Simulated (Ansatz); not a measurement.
Cost and result for the atomization energy of CH₈BN (`[BH3-][NH2+]C`) (11 atoms, 10 bonds).

```xyz
11

B     0.5814   -1.2084   -0.1277
N    -0.3764   -0.0428    0.4795
C    -0.2910    1.2353   -0.2393
H     0.3919   -2.1824    0.5716
H     1.7119   -0.7733   -0.0450
H     0.2131   -1.3644   -1.2742
H    -1.3338   -0.3818    0.4695
H    -0.1312    0.0925    1.4558
H    -0.5618    1.0595   -1.2789
H     0.7430    1.5745   -0.2082
H    -0.9471    1.9912    0.1968
```

Charge 0, multiplicity 1. All single points use the PBE0-D4/def2-TZVP geometry. Program: Ansatz. All runs use 2 threads of a server CPU on a shared host. Times are those of one run each, without the atoms' runs, and a repeat can differ threefold. Electronic energies, without spin–orbit coupling; frozen cores. CCSD(T)/CBS adds CCSD(T) − MP2 in def2-TZVPP to the MP2 limit, and its time is that of the two runs behind it. T1 = 0.009. HSE06 is the plane-wave form, built on full-range PBE exchange.

CCSD(T)/CBS is a level of theory with its own doubt, some kJ/mol a heavy atom from the limit and from the frozen cores, so smaller differences don't rank the functionals.

| level | functions | wall time |
| --- | --- | --- |
| revPBE-D4/def2-TZVPP | 205 | 2.1 s |
| CCSD(T)/def2-SVP | 82 | 2.1 s |
| BLYP-D4/def2-TZVPP | 205 | 2.3 s |
| BHLYP-D4/def2-TZVPP | 205 | 2.4 s |
| HSE06-D4/def2-TZVPP | 205 | 2.9 s |
| CAM-B3LYP-D4/def2-TZVPP | 205 | 3 s |
| B2PLYP/def2-TZVPP | 205 | 4.3 s |
| PBE-QIDH/def2-TZVPP | 205 | 4.4 s |
| r2SCANh-D4/def2-TZVPP | 205 | 4.6 s |
| B97M-V/def2-TZVPP | 205 | 9.5 s |
| MP2/def2-QZVPP | 411 | 21 s |
| CCSD(T)/def2-TZVPP | 205 | 55 s |
| CCSD(T)/CBS(def2) | – | 75 s |

(1) What atomization energy does each give, and how far from CCSD(T)/CBS? (Best estimate.)

## Answers

(1) Computed: 
```
                  level  atomization (kJ/mol)  difference from CCSD(T)/CBS  per bond
   revPBE-D4/def2-TZVPP                3742.3                        -24.7      -2.5
       CCSD(T)/def2-SVP                3599.4                       -167.6     -16.8
     BLYP-D4/def2-TZVPP                3773.3                          6.3       0.6
    BHLYP-D4/def2-TZVPP                3715.5                        -51.5      -5.2
    HSE06-D4/def2-TZVPP                3777.0                         10.0       1.0
CAM-B3LYP-D4/def2-TZVPP                3810.2                         43.2       4.3
      B2PLYP/def2-TZVPP                3746.2                        -20.8      -2.1
    PBE-QIDH/def2-TZVPP                3743.4                        -23.6      -2.4
  r2SCANh-D4/def2-TZVPP                3757.8                         -9.2      -0.9
      B97M-V/def2-TZVPP                3774.3                          7.3       0.7
         MP2/def2-QZVPP                3736.7                        -30.3      -3.0
     CCSD(T)/def2-TZVPP                3686.8                        -80.2      -8.0
      CCSD(T)/CBS(def2)                3767.0                          0.0       0.0
```

In def2-TZVPP, CCSD(T) changes the Hartree–Fock value by +875.4 kJ/mol (the triples alone add +37.1 kJ/mol) and MP2 by +878.1 kJ/mol; breaking electron pairs costs correlation energy, which Hartree–Fock lacks. From r2SCAN to r2SCAN0 (25 % exact exchange), in def2-TZVPP and without D4, the atomization energy moves by −31.2 kJ/mol: exact exchange takes away binding that semilocal exchange gives to molecules. At CCSD(T), def2-SVP lies −167.6 kJ/mol from the extrapolated value and def2-TZVPP −80.1 kJ/mol: correlation converges slowly with the basis, and small sets miss more of it in the bonded molecule than in its fragments.
